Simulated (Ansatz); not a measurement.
Results of the Gaussian-basis code of Ansatz.

A structure relaxed at PBE0-D4/def2-TZVP, charge 0, multiplicity 1:

Cartesian coordinates in Å:
```
N -0.0715 0.9116 0.4894
C 0.2501 -0.1485 -0.1069
O -0.6561 -1.0555 -0.4827
H 0.7429 1.4796 0.6969
H 1.2540 -0.4711 -0.3915
H -1.5195 -0.7161 -0.2053
```

Problem. Give its formula and SMILES.

Solution. CH3NO, `N=CO`.

Problem. Point group (tolerance 0.08 Å, 0.16 Å for H)?

Solution. Cs.

Problem. Summarise the bond lengths by kind.

Solution. 1 × C–N 1.258 Å; 1 × H–N 1.014 Å; 1 × C–O 1.336 Å; 1 × C–H 1.092 Å; 1 × H–O 0.968 Å.
